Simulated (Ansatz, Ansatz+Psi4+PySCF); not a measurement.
```xyz
4

O     0.0000    0.7341   -0.0527
O     0.0000   -0.7341   -0.0527
H     0.8396    0.8808    0.4220
H    -0.8396   -0.8808    0.4220
```

Basis set: cc-pVTZ (spherical functions). Frozen core: 2 orbitals. Charge 0, multiplicity 1.

Computed with Ansatz (development build ahead of 0.2.0); each method stands on the lowest determinant of its kind that the runs found. Restricted open shells among the atoms or ions are ROHF, correlated in semicanonical orbitals with singles.

Q: Give the atomization energy at this shape (free ground-state atoms in the same class of orbitals less the molecule, no zero-point energy) of singlet H₂O₂ by RHF-CCSD(T), RHF-MP2.

A:

| method | atomization energy |
| --- | --- |
| RHF-CCSD(T) | 257.85 kcal/mol |
| RHF-MP2 | 265.16 kcal/mol |
